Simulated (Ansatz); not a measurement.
# C2H3FO2: basis-set convergence

An exercise on one series of results from a longer session: the logs are not shown, and one member is left open.

Method: one geometry, several basis sets; program: Ansatz 0.2.0, Gaussian basis.

Plan: PBE0-D4/def2-SVP; ωB97M-V/def2-SVP; PBE0-D4/def2-QZVPP; ωB97M-V/def2-QZVPP; the functionals' def2-TZVPP values are taken from earlier runs.

### The geometry

The geometry comes from an earlier relaxation with PBE0-D4 in a triple-zeta def2 set; it is a stationary point, not always the lowest conformer.

SMILES `O/C=C(\O)F`, 8 atoms, charge 0, spin multiplicity 1.

Atoms are counted from 1 here; the program's logs count them from 0.

Bond lengths: O1–C2 1.383 Å, O1–H6 0.961 Å, C2–C3 1.328 Å, C2–H7 1.081 Å, C3–O4 1.331 Å, C3–F5 1.318 Å, O4–H8 0.967 Å. Angles: C2–O1–H6 109.2°, O1–C2–C3 117.2°, O1–C2–H7 120.0°, C3–C2–H7 122.6°, C2–C3–O4 126.3°, C2–C3–F5 122.5°, O4–C3–F5 111.2°, C3–O4–H8 106.3°.

Coordinates:

```xyz
8
C2H3FO2
O    -1.0348    0.5446    0.8325
C     0.1621    0.6774    0.1518
C     0.6796   -0.4210   -0.3852
O     0.1274   -1.6320   -0.3896
F     1.8572   -0.4322   -0.9763
H    -1.6850    1.1381    0.4461
H     0.6854    1.6237    0.1591
H    -0.6999   -1.5558    0.1058
```

The first run:

in.yaml

```yaml
crystal:
  periodic: [false, false, false]
  atoms:
    - {symbol: O, position_ang: [-1.034758, 0.544634, 0.832515]}
    - {symbol: C, position_ang: [0.162063, 0.677403, 0.151806]}
    - {symbol: C, position_ang: [0.679587, -0.421029, -0.385184]}
    - {symbol: O, position_ang: [0.127430, -1.631984, -0.389647]}
    - {symbol: F, position_ang: [1.857245, -0.432192, -0.976281]}
    - {symbol: H, position_ang: [-1.684998, 1.138136, 0.446132]}
    - {symbol: H, position_ang: [0.685439, 1.623722, 0.159144]}
    - {symbol: H, position_ang: [-0.699904, -1.555790, 0.105815]}
basis:
  gaussian: {orbitals: def2-SVP}
hamiltonian: {xc: pbe0, dispersion: d4}
output: {orbitals: {seedname: orbitals}}
```

The run is started by

```
$ ansatz run in.yaml --threads 2 --pin off --events-out ev --progress --plain --max-ram 4352MiB
```

Steps of the session up to this table: PBE0-D4 in def2-SVP; ωB97M-V in def2-SVP; PBE0-D4 in def2-QZVPP; ωB97M-V in def2-QZVPP.

One table of the session follows, with a row left open; its other results are not shown here.

```
functional       basis  HOMO (eV)  LUMO (eV)
   PBE0-D4    def2-SVP      -6.26       1.37
   PBE0-D4  def2-TZVPP          ?          ?
   PBE0-D4  def2-QZVPP      -6.50       0.21
   ωB97M-V    def2-SVP      -8.50       3.07
   ωB97M-V  def2-TZVPP      -8.71       2.09
   ωB97M-V  def2-QZVPP      -8.77       1.43
```

Estimate the missing values for PBE0-D4, def2-TZVPP.

As computed: HOMO (eV): -6.44; LUMO (eV): 0.62. In the column «HOMO (eV)» it lies between PBE0-D4, def2-QZVPP (-6.50) and PBE0-D4, def2-SVP (-6.26).
